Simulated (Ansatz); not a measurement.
The input, for Ansatz 0.2.0:

```yaml
crystal:
  periodic: [false, false, false]
  atoms:
    - {symbol: B, position_ang: [0.000000, -0.127926, 1.622471]}
    - {symbol: N, position_ang: [0.000000, 0.138614, -0.043340]}
    - {symbol: P, position_ang: [0.000000, -0.010688, -1.579132]}
basis:
  gaussian: {orbitals: cc-pVDZ}
magnetization: {spin_polarized: true, initial_magnetization: 1}
hamiltonian: {xc: {name: B2PLYP}}
correlation: {electrons: outside_noble_gas}
```

```sh
$ ansatz run in.yaml --threads 1 --pin off --events-out ev --progress --plain --max-ram 2393MiB
```

Output:

```
461 factors; integrals over basis functions are off by at most 9.3e-4 eV
mean field evaluation 1: about -11437.9063 eV, gradient 3.0e1 eV
mean field evaluation 2: about -11438.0243 eV, gradient 3.0e1 eV
mean field evaluation 4: about -11441.8890 eV, gradient 3.4e0 eV
mean field evaluation 8: about -11441.9803 eV, gradient 1.8e-1 eV
mean field evaluation 16: about -11441.9820 eV, gradient 1.3e-2 eV
mean field evaluation 32: about -11441.9820 eV, gradient 3.0e-5 eV
mean field evaluation 64: about -11442.0018 eV, gradient 2.4e-6 eV
mean field evaluation 96: about -11441.9987 eV, gradient 3.2e-2 eV
mean field evaluation 128: about -11442.0005 eV, gradient 1.5e-1 eV
mean field -11442.00176169 eV, -420.4858090748 hartree, gradient 1.4e-8 eV, S^2 0.766749; 8 other end points of the search recorded, 0 dependent functions left out
7 core orbitals not correlated: weight in the atoms' cores, before any rotation towards them, 1.000 or more for the frozen orbitals, at most 0.000 for the correlated occupied ones
reference -11442.00188951 eV, -420.4858137722 hartree; 7, 6 occupied and 32, 33 virtual orbitals, 461 factors
second order -11.54199299 eV of doubles, -0.00000000 eV of singles
Total energy: -11445.11822762 eV, -420.6003370853 hartree
```

Ran on 1 thread of Arm Neoverse N1, shared host: 20 s wall, 0.26 GiB peak host memory.
